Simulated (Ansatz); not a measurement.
Geometry optimisation, RKS r2SCAN-D4/def2-SVP in Ansatz.

input.yaml

```yaml
crystal:
  periodic: [false, false, false]
  atoms:
    - { symbol: Al, position_ang: [0.178121, -0.012543, 0.269018] }
    - { symbol: H, position_ang: [0.546919, -0.372984, 1.732053] }
    - { symbol: C, position_ang: [2.101796, 0.067669, -0.001086] }
    - { symbol: H, position_ang: [2.436759, -0.93041, 0.339004] }
    - { symbol: H, position_ang: [2.643556, 0.311829, -0.929685] }
    - { symbol: H, position_ang: [2.437509, 0.765261, 0.788882] }
    - { symbol: H, position_ang: [-1.17226, 0.171077, -0.542586] }
basis:
  gaussian: { orbitals: def2-SVP }
hamiltonian:
  xc: r2scan
  dispersion: d4
relax:
  f_tol: 0.03
  max_steps: 50
```

Run as:

```bash
$ ansatz run input.yaml --threads 1 --pin off --max-ram 2048MiB --backend cpu --events-out ev --progress --plain --runs-dir out
```

Problem. Where does it end, and by what steps?

Solution. The run converged. After 5 steps the energy has fallen by 0.610 eV; H2 moved furthest, 0.72 Å.

```tsv
step	energy less start (eV)	largest force component (eV/Å)	accepted
0	0.0000	1.197	yes
1	-0.3141	0.744	yes
2	-0.4675	0.355	yes
3	-0.5777	0.277	yes
4	-0.5844	0.772	yes
5	-0.6104	0.020	yes
```

```xyz
7
Properties=species:S:1:pos:R:3
Al 0.281 -0.065 0.479
H -0.124 -0.442 1.973
C 2.170 0.064 0.003
H 2.687 -0.893 0.197
H 2.352 0.336 -1.049
H 2.684 0.809 0.637
H -0.876 0.191 -0.585
```

Whether the end is a true minimum wasn't checked by a vibrational analysis.

Run time: 14 s on 1 thread of Arm Neoverse V1 (shared host), peak memory 0.11 GiB.
